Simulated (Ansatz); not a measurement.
A made-up structure of CHBF, doublet:

B1  (1.262, -0.334, 0.467)
C2  (-0.019, -0.022, -0.014)
F3  (1.771, -0.653, 1.776)
H4  (-0.607, -0.814, -0.478)
(Å)

It is relaxed with PBE-D4/def2-SVP and then PBE0-D4/def2-TZVP (Ansatz 0.2.0). Atoms count as bonded within 1.22 times the sum of their covalent radii (H–H: 0.88 Å). The end point is not checked to be a true minimum.

**Question.** Does its bonding change? (A judgement: the text doesn't fix the answer.)

**Answer.** The calculation gives: No: no bond forms or breaks.

Where it ends: The first stage lowers the energy by 1.16 eV in 8 steps. It ends as CHBF ([CH][B][F]):
```
4
angstrom
B 1.0675 -0.4512 0.8447
C 0.0510 -0.4625 -0.0408
F 2.0370 -0.4442 1.6931
H -0.7496 -0.4645 -0.7463
```

Labels in which every atom is bracketed show which atoms are joined, not bond orders.

For scale, one of the runs: PBE0-D4/def2-TZVP relaxation, 99 basis functions, launched by `ansatz run in.yaml --threads 2 --pin off --events-out ev --progress --plain --max-ram 4352MiB`. The run took about 65 s on 2 CPU threads of an Arm Neoverse V1 (shared host).
